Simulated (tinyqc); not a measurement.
RKS/LDA (VWN5) in the sto-3g basis, for H2O, spin multiplicity 1, step by step. One step of it, computed by the program tinyqc.

Task: Iteration 2: building the Kohn-Sham matrix. J_ij = sum D_kl (ij|kl); F = H + J + V_xc; E = tr D H + tr D J / 2 + E_xc + E_nn.

D after iteration 1:
```
            1O 1s      1O 2s     1O 2px     1O 2py     1O 2pz      2H 1s      3H 1s
1O 1s    2.117957  -0.498607   0.000070  -0.015864   0.019530  -0.000815  -0.004127
1O 2s   -0.498607   2.112332  -0.000388   0.093910  -0.117180  -0.005898  -0.002553
1O 2px   0.000070  -0.000388   1.999957   0.005151  -0.000763  -0.006651   0.007504
1O 2py  -0.015864   0.093910   0.005151   1.635871   0.126614   0.147574  -0.406049
1O 2pz   0.019530  -0.117180  -0.000763   0.126614   1.854690   0.103472   0.263900
2H 1s   -0.000815  -0.005898  -0.006651   0.147574   0.103472   0.017965  -0.022083
3H 1s   -0.004127  -0.002553   0.007504  -0.406049   0.263900  -0.022083   0.148894
```

core Hamiltonian H = T + V (hartree):
```
             1O 1s      1O 2s     1O 2px     1O 2py     1O 2pz      2H 1s      3H 1s
1O 1s   -32.436440  -7.545468   0.000000   0.000000  -0.008836  -0.793680  -0.793680
1O 2s    -7.545468  -9.063897   0.000000   0.000000  -0.110408  -2.041368  -2.041368
1O 2px    0.000000   0.000000  -7.230848   0.000000   0.000000   0.000000   0.000000
1O 2py    0.000000   0.000000   0.000000  -7.317980   0.000000  -1.361489   1.361489
1O 2pz   -0.008836  -0.110408   0.000000   0.000000  -7.262463  -0.840266  -0.840266
2H 1s    -0.793680  -2.041368   0.000000  -1.361489  -0.840266  -3.958901  -0.471270
3H 1s    -0.793680  -2.041368   0.000000   1.361489  -0.840266  -0.471270  -3.958901
```

Two-electron integrals (ij|kl) in chemists' order, unique and non-zero (hartree):
```
(11|11) 4.785065    (21|11) 0.741380    (21|21) 0.136873    (22|11) 1.118947
(22|21) 0.256633    (22|22) 0.817206    (31|31) 0.024477    (32|31) 0.037809
(32|32) 0.180518    (33|11) 1.115814    (33|21) 0.256684    (33|22) 0.817023
(33|33) 0.880159    (41|41) 0.024477    (42|41) 0.037809    (42|42) 0.180518
(43|43) 0.047444    (44|11) 1.115814    (44|21) 0.256684    (44|22) 0.817023
(44|33) 0.785270    (44|44) 0.880159    (51|51) 0.024477    (52|51) 0.037809
(52|52) 0.180518    (53|53) 0.047444    (54|54) 0.047444    (55|11) 1.115814
(55|21) 0.256684    (55|22) 0.817023    (55|33) 0.785270    (55|44) 0.785270
(55|55) 0.880159    (61|11) 0.078092    (61|21) 0.014314    (61|22) 0.026729
(61|33) 0.026680    (61|41) 0.000539    (61|42) 0.001023    (61|44) 0.026792
(61|51) 0.000325    (61|52) 0.000616    (61|54) 0.000067    (61|55) 0.026720
(61|61) 0.001515    (62|11) 0.220225    (62|21) 0.051277    (62|22) 0.184699
(62|33) 0.181385    (62|41) 0.003267    (62|42) 0.026693    (62|44) 0.188541
(62|51) 0.001968    (62|52) 0.016079    (62|54) 0.004310    (62|55) 0.183982
(62|61) 0.005477    (62|62) 0.055050    (63|31) 0.004981    (63|32) 0.030369
(63|43) 0.005312    (63|53) 0.003200    (63|63) 0.007248    (64|11) 0.147175
(64|21) 0.034672    (64|22) 0.133426    (64|33) 0.127634    (64|41) 0.006882
(64|42) 0.048231    (64|44) 0.143098    (64|51) 0.001145    (64|52) 0.010759
(64|54) 0.006115    (64|55) 0.129390    (64|61) 0.003837    (64|62) 0.048430
(64|64) 0.049410    (65|11) 0.088651    (65|21) 0.020885    (65|22) 0.080370
(65|33) 0.076881    (65|41) 0.001145    (65|42) 0.010759    (65|44) 0.079796
(65|51) 0.005671    (65|52) 0.036850    (65|54) 0.007068    (65|55) 0.084338
(65|61) 0.002312    (65|62) 0.029172    (65|64) 0.025396    (65|65) 0.022545
(66|11) 0.406433    (66|21) 0.096110    (66|22) 0.399182    (66|33) 0.384915
(66|41) 0.006838    (66|42) 0.079462    (66|44) 0.416005    (66|51) 0.004119
(66|52) 0.047864    (66|54) 0.018728    (66|55) 0.396196    (66|61) 0.010309
(66|62) 0.160926    (66|64) 0.161958    (66|65) 0.097556    (66|66) 0.774606
(71|11) 0.078092    (71|21) 0.014314    (71|22) 0.026729    (71|33) 0.026680
(71|41) -0.000539   (71|42) -0.001023   (71|44) 0.026792    (71|51) 0.000325
(71|52) 0.000616    (71|54) -0.000067   (71|55) 0.026720    (71|61) 0.001489
(71|62) 0.005282    (71|64) 0.003441    (71|65) 0.002234    (71|66) 0.009889
(71|71) 0.001515    (72|11) 0.220225    (72|21) 0.051277    (72|22) 0.184699
(72|33) 0.181385    (72|41) -0.003267   (72|42) -0.026693   (72|44) 0.188541
(72|51) 0.001968    (72|52) 0.016079    (72|54) -0.004310   (72|55) 0.183982
(72|61) 0.005282    (72|62) 0.041291    (72|64) 0.025771    (72|65) 0.021164
(72|66) 0.093893    (72|71) 0.005477    (72|72) 0.055050    (73|31) 0.004981
(73|32) 0.030369    (73|43) -0.005312   (73|53) 0.003200    (73|63) 0.005159
(73|73) 0.007248    (74|11) -0.147175   (74|21) -0.034672   (74|22) -0.133426
(74|33) -0.127634   (74|41) 0.006882    (74|42) 0.048231    (74|44) -0.143098
(74|51) -0.001145   (74|52) -0.010759   (74|54) 0.006115    (74|55) -0.129390
(74|61) -0.003441   (74|62) -0.025771   (74|64) -0.011432   (74|65) -0.013010
(74|66) -0.056086   (74|71) -0.003837   (74|72) -0.048430   (74|74) 0.049410
(75|11) 0.088651    (75|21) 0.020885    (75|22) 0.080370    (75|33) 0.076881
(75|41) -0.001145   (75|42) -0.010759   (75|44) 0.079796    (75|51) 0.005671
(75|52) 0.036850    (75|54) -0.007068   (75|55) 0.084338    (75|61) 0.002234
(75|62) 0.021164    (75|64) 0.013010    (75|65) 0.015845    (75|66) 0.051920
(75|71) 0.002312    (75|72) 0.029172    (75|74) -0.025396   (75|75) 0.022545
(76|11) 0.046599    (76|21) 0.010944    (76|22) 0.042683    (76|33) 0.041798
(76|44) 0.042770    (76|51) 0.000673    (76|52) 0.006554    (76|55) 0.043433
(76|61) 0.001153    (76|62) 0.012280    (76|64) 0.009527    (76|65) 0.007370
(76|66) 0.037239    (76|71) 0.001153    (76|72) 0.012280    (76|74) -0.009527
(76|75) 0.007370    (76|76) 0.003519    (77|11) 0.406433    (77|21) 0.096110
(77|22) 0.399182    (77|33) 0.384915    (77|41) -0.006838   (77|42) -0.079462
(77|44) 0.416005    (77|51) 0.004119    (77|52) 0.047864    (77|54) -0.018728
(77|55) 0.396196    (77|61) 0.009889    (77|62) 0.093893    (77|64) 0.056086
(77|65) 0.051920    (77|66) 0.239297    (77|71) 0.010309    (77|72) 0.160926
(77|74) -0.161958   (77|75) 0.097556    (77|76) 0.037239    (77|77) 0.774606
```

nuclear repulsion = 6.80914275 hartree

V_xc (hartree):
```
            1O 1s      1O 2s     1O 2px     1O 2py     1O 2pz      2H 1s      3H 1s
1O 1s   -2.932412  -0.425964   0.000003  -0.000560   0.000697  -0.045118  -0.045067
1O 2s   -0.425964  -0.829404   0.000017  -0.000830   0.000046  -0.165224  -0.170123
1O 2px   0.000003   0.000017  -0.827393  -0.000141   0.000028   0.000003   0.000006
1O 2py  -0.000560  -0.000830  -0.000141  -0.821439  -0.002533  -0.110911   0.118120
1O 2pz   0.000697   0.000046   0.000028  -0.002533  -0.825159  -0.067507  -0.071369
2H 1s   -0.045118  -0.165224   0.000003  -0.110911  -0.067507  -0.254749  -0.033408
3H 1s   -0.045067  -0.170123   0.000006   0.118120  -0.071369  -0.033408  -0.328881
```

E_xc = sum of w rho eps_xc = -9.33476165 hartree

Give: Coulomb J; Kohn-Sham matrix F; total energy of this density.

Result:

Coulomb J (hartree):
```
         1O 1s   1O 2s  1O 2px  1O 2py  1O 2pz  2H 1s   3H 1s
1O 1s   18.175   3.453   0.000   0.001  -0.002  0.361   0.361
1O 2s    3.453   8.594   0.000  -0.006   0.006  1.888   1.899
1O 2px   0.000   0.000   8.591   0.000   0.000  0.000   0.000
1O 2py   0.001  -0.006   0.000   8.581   0.004  1.342  -1.359
1O 2pz  -0.002   0.006   0.000   0.004   8.587  0.813   0.820
2H 1s    0.361   1.888   0.000   1.342   0.813  3.988   0.432
3H 1s    0.361   1.899   0.000  -1.359   0.820  0.432   4.089
```

Kohn-Sham matrix F (hartree):
```
          1O 1s   1O 2s  1O 2px  1O 2py  1O 2pz   2H 1s   3H 1s
1O 1s   -17.194  -4.518   0.000   0.001  -0.010  -0.477  -0.477
1O 2s    -4.518  -1.299   0.000  -0.007  -0.105  -0.319  -0.312
1O 2px    0.000   0.000   0.533   0.000   0.000   0.000   0.000
1O 2py    0.001  -0.007   0.000   0.442   0.002  -0.130   0.120
1O 2pz   -0.010  -0.105   0.000   0.002   0.499  -0.095  -0.092
2H 1s    -0.477  -0.319   0.000  -0.130  -0.095  -0.226  -0.072
3H 1s    -0.477  -0.312   0.000   0.120  -0.092  -0.072  -0.199
```

total energy of this density = -73.90859 hartree
